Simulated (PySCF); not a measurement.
# EPR parameters of C3H5O2

Species: C3H5O2 (doublet state).
Cartesian coordinates in Å at the GFN2-xTB level; atoms count from 1:
```xyz
10
C3H5O2 angstrom
C      1.545    0.355   -0.636
C      0.529   -0.342    0.156
O     -0.595    0.522    0.426
C     -1.781    0.130    0.010
O     -2.046   -0.884   -0.566
H      2.585    0.159   -0.476
H      1.246    1.065   -1.380
H      0.122   -1.227   -0.371
H      0.926   -0.675    1.121
H     -2.522    0.901    0.282
```

The hyperfine couplings belong to this conformer and change with its torsions.

The species is `[CH2]COC=O` [radical].

Theory: UKS B3LYP, pcH-1 on C H O, non-relativistic, mean-field spin-orbit, GIAO in PySCF 2.14.0. Geometry: GFN2-xTB, one conformer, isolated molecule. A GFN2-xTB geometry isn't a minimum of the functional, and hyperfine couplings can be far from their values at a DFT geometry. No stability test was run, so a lower SCF solution isn't excluded.

| Item | Value |
| --- | --- |
| g1, g2, g3 | 2.00211, 2.00273, 2.00284 |
| g_iso | 2.00256 |
| Form of g | rhombic: the two nearest values differ by 15 % of g3 − g1 |
| ⟨S²⟩ | 0.7536 (exact 0.7500) |
| HOMO–LUMO gap, α and β orbitals | 6.14, 5.91 eV |
| Total energy | -267.72938 Eh |
| Basis functions | 175 |

Hyperfine couplings atom by atom, in MHz; T1 to T3 are the principal values of the dipolar part:

| atom | isotope | a_iso | T1 | T2 | T3 | Mulliken spin population |
| --- | --- | --- | --- | --- | --- | --- |
| C1 | 13C | 87.2 | -81.8 | -81.1 | 163.0 | 1.07 |
| C2 | 13C | -32.0 | -3.3 | -0.4 | 3.7 | -0.08 |
| O3 | 17O | -11.8 | -7.8 | 3.6 | 4.2 | 0.01 |
| C4 | 13C | -3.1 | -0.7 | -0.2 | 0.9 | 0.00 |
| O5 | 17O | -2.6 | -4.7 | 2.1 | 2.6 | 0.01 |
| H6 | 1H | -63.7 | -39.5 | -0.5 | 40.0 | -0.05 |
| H7 | 1H | -63.5 | -39.3 | -0.6 | 39.8 | -0.05 |
| H8 | 1H | 153.4 | -7.3 | -1.6 | 8.9 | 0.05 |
| H9 | 1H | 47.6 | -5.7 | -4.3 | 10.0 | 0.02 |
| H10 | 1H | 6.7 | -1.2 | -0.9 | 2.1 | 0.00 |

The largest Mulliken spin populations are on C1 (+1.07) and C2 (-0.08). C1 is the only atom above +0.15. The angles at C1 add up to 360.0°, so it is planar; its axial dipolar tensor and the negative couplings of its protons fit spin in a p orbital normal to that plane.

Under fast tumbling the dipolar parts average out, and these isotropic splittings remain: 2 × 1H (H8/H9, I = 1/2, 3 lines) with 3.59 mT, 2 × 1H (H6/H7, I = 1/2, 3 lines) with 2.27 mT and 1 × 1H (H10, I = 1/2, 2 lines) with 0.24 mT.

Class means assume fast exchange of nuclei equivalent by connectivity; if that motion is slow, each nucleus keeps its own coupling. The 1H value of +100.5 MHz is a mean of couplings from 47.6 to 153.4 MHz in this one geometry, not an average over conformers.

The 17O coupling of O3 (-11.8 MHz) shows only in satellite lines or after enrichment, since that isotope makes up about 0.038 % of natural oxygen.

The 13C coupling of C1 (87.2 MHz) shows only in satellite lines or after enrichment, since that isotope makes up about 1.07 % of natural carbon.

The spin density at the nucleus, in bohr⁻³, is negative for C2 (-0.0285), H6/H7 (-0.0142) and C4 (-0.0028), for instance. A restricted open-shell determinant has no negative spin density anywhere; here it arises because α and β orbitals differ (spin polarisation).
